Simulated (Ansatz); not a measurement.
# Charge transition levels of the Mg interstitial in Si, term by term

Computed with Ansatz, DFT PBE, scalar-relativistic, plane waves, PAW. (420 eV cutoff, 2×2×2 k-mesh, shifted by half a step, Gaussian smearing of 0.01 eV, collinear spin in charge +1 alone)

Host crystal, relaxed:

```
CELL_PARAMETERS angstrom
0.00000 2.73505 2.73505
2.73505 0.00000 2.73505
2.73505 2.73505 0.00000
ATOMIC_POSITIONS crystal
Si 0.75000 0.75000 0.75000
Si 0.50000 0.50000 0.50000
```

The Mg interstitial was set at (0.000, 0.000, 0.000) of the host cell, in a supercell of 32 sites (655 Å³), relaxed at fixed cell in each charge q, from a start with the atoms near it displaced at random. The host's Kohn–Sham gap is 0.61 eV and its static dielectric constant 13.0 (mean). For each charge: the supercell's free energy over the neutral one with q electrons exchanged at the valence band top, F(q) − F(0) + qE_v; the image-charge term; and the term that aligns the potential far from the defect with the host's.

| q | F(q) − F(0) + qE_v (eV) | image charge (eV) | alignment (eV) |
| --- | --- | --- | --- |
| +2 | -1.787 | 0.738 | 0.468 |
| +1 | -1.006 | 0.184 | 0.277 |
| 0 | 0.000 | 0.000 | 0.000 |

Add the terms and find the levels between neighbouring charges, ε(q/q′) = [A(q′) − A(q)]/(q − q′), with and without the two corrections.

A(q): -0.581 eV for +2, -0.544 eV for +1, 0.000 eV for 0.
```
  level corrected (eV over E_v) uncorrected (eV)
(+2/+1)                     0.04              0.78
 (+1/0)                     0.54              1.01
```

As a check, a point charge in a simple cubic cell of this volume has q²αe²/(2εL) = 0.181 q² eV (e² = 14.40 eV Å, α = 2.837, L = 8.68 Å); the shape of the real cell can change it somewhat. The term grows as q², so it pushes donor levels down and acceptor levels up. The program doubts the alignment for q = +2, +1, so levels beside it are uncertain by about that term.

Which of these charges is lowest with the Fermi level at the valence band top, at mid-gap and at the conduction band bottom?

The line A(q) + qE_F that lies lowest gives the charge: +2 at E_F = 0.00 eV, +1 at E_F = 0.30 eV, 0 at E_F = 0.61 eV. In charge +1 the cell has partly filled levels, from a carrier spread over the host's bands, a defect level that the small cell broadens into a band, or a degenerate defect level, so the levels beside it are doubtful. Without the alignment that the program doubts, the level (+1/0) would lie at 0.82 eV, outside the gap, so these runs don't decide whether the defect changes charge there. Charges beyond those computed could lie lower near the band edges.

The neutral defect forms at 1.96 eV with atoms taken from and returned to the elements. What are the formation energies at those three Fermi levels, and what share of sites would hold the defect at 1200 K with E_F at mid-gap, if the host still stood at that temperature?

E_f = E_f(0) + A(q) + qE_F = 1.38, 1.72, 1.96 eV. In the dilute limit the share is exp(−E_f/k_BT) = exp(−1.719/0.1034) = 6.0×10⁻⁸, leaving out degeneracy and vibrational entropy. This is the Mg-rich limit; a poorer supply of Mg, or a competing compound of it, raises E_f. The small cell and the narrow Kohn–Sham gap leave errors of tenths of an eV or more, which change the share by orders of magnitude.

Cost: 4 runs of about 6 core-minutes in all, on Intel Xeon 6975P-C (Granite Rapids) (shared hosts).